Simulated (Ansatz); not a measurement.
# CH8NSi radical (built from SMILES CN.[SiH3]): search for a transition state

Is there a first-order saddle for this hydrogen abstraction, which should form H1–Si4 and break H1–C2, and which two structures does it connect?

The runs use Ansatz 0.2.0, Gaussian basis; PBE0-D4, def2-SVP first, then def2-TZVP.

153 further runs of the same task are left out: 1 that didn't finish, 152 set aside as unsound or not needed.

## (1) Starting geometry

The guess: 11 atoms, charge 0, spin multiplicity 2.

Atoms are counted from 1 here; the program's logs count them from 0.

Bond lengths: H1–Si4 1.676 Å, C2–N3 1.409 Å, C2–H5 1.082 Å, C2–H6 1.082 Å, N3–H7 1.012 Å, N3–H8 1.012 Å, Si4–H9 1.456 Å, Si4–H10 1.458 Å, Si4–H11 1.460 Å. Angles: N3–C2–H5 112.3°, N3–C2–H6 112.3°, H5–C2–H6 113.2°, C2–N3–H7 112.8°, C2–N3–H8 112.8°, H7–N3–H8 110.5°, H1–Si4–H9 108.2°, H1–Si4–H10 108.2°, H1–Si4–H11 107.5°, H9–Si4–H10 111.5°, H9–Si4–H11 110.8°, H10–Si4–H11 110.5°.

Geometry (Å):

```
H    -0.1070   -0.4391   -0.0754
C     0.5940    0.4384   -1.1158
N     0.8111    1.7502   -0.6488
Si   -0.8725   -1.3472    1.1071
H    -0.0862    0.4087   -1.9570
H     1.5196   -0.0922   -1.2966
H    -0.0497    2.2457   -0.4550
H     1.4275    1.7846    0.1532
H    -1.9119   -2.1419    0.4677
H     0.1255   -2.1927    1.7505
H    -1.4504   -0.4145    2.0701
```

Distances that are to change: H1–Si4 1.68 Å, H1–C2 1.53 Å.

## (2) Constrained relaxation of the guess

File hold/in.yaml:

```yaml
crystal:
  periodic: [false, false, false]
  atoms:
    - {symbol: H, position_ang: [-0.107000, -0.439100, -0.075400]}
    - {symbol: C, position_ang: [0.594000, 0.438400, -1.115800]}
    - {symbol: N, position_ang: [0.811100, 1.750200, -0.648800]}
    - {symbol: Si, position_ang: [-0.872500, -1.347200, 1.107100]}
    - {symbol: H, position_ang: [-0.086200, 0.408700, -1.957000]}
    - {symbol: H, position_ang: [1.519600, -0.092200, -1.296600]}
    - {symbol: H, position_ang: [-0.049700, 2.245700, -0.455000]}
    - {symbol: H, position_ang: [1.427500, 1.784600, 0.153200]}
    - {symbol: H, position_ang: [-1.911900, -2.141900, 0.467700]}
    - {symbol: H, position_ang: [0.125500, -2.192700, 1.750500]}
    - {symbol: H, position_ang: [-1.450400, -0.414500, 2.070100]}
basis:
  gaussian: {orbitals: def2-SVP}
magnetization: {spin_polarized: true, initial_magnetization: 1}
hamiltonian: {xc: pbe0, dispersion: d4}
relax: {f_tol: 0.04, max_steps: 150, escape_saddle: false, constraints: [{distance: [0, 3]}, {distance: [0, 1]}]}
```

The run is started by

```console
$ ansatz run in.yaml --threads 4 --pin off --events-out ev --progress --plain --max-ram 9574MiB
```

The runs that follow: A starting Hessian; Saddle search in the small basis; Saddle search in triple zeta; Checking the order of the point; Relaxing after a step of 0.30 Å one way along the mode; Relaxing after a step of 0.30 Å the other way along the mode.

What does the calculation give? Wanted: imaginary mode; barrier from the start side; barrier from the end side; energy of the step; pairs that change; zero-point energy at the saddle.

As calculated:

| quantity | value |
| --- | --- |
| imaginary mode | 1132i cm⁻¹ |
| barrier from the start side | 0.541 eV |
| barrier from the end side | 0.431 eV |
| energy of the step | +0.110 eV |
| pairs that change | H1–Si4 formed, H1–C2 broken |
| zero-point energy at the saddle | 2.191 eV |

In words: The point has a single imaginary mode (1132i cm⁻¹), as a transition state must. Going downhill both ways gives the intended start and end. At PBE0-D4/def2-TZVP the electronic barrier is 0.541 eV, about 21 kT at 298 K, and the step runs 0.110 eV uphill. The barrier is thin enough for tunnelling; the leading (Wigner) term alone is a factor of 2.2 at 298 K. A step off the saddle overshot and began above it in energy, so the link to its end is likely but not proven.
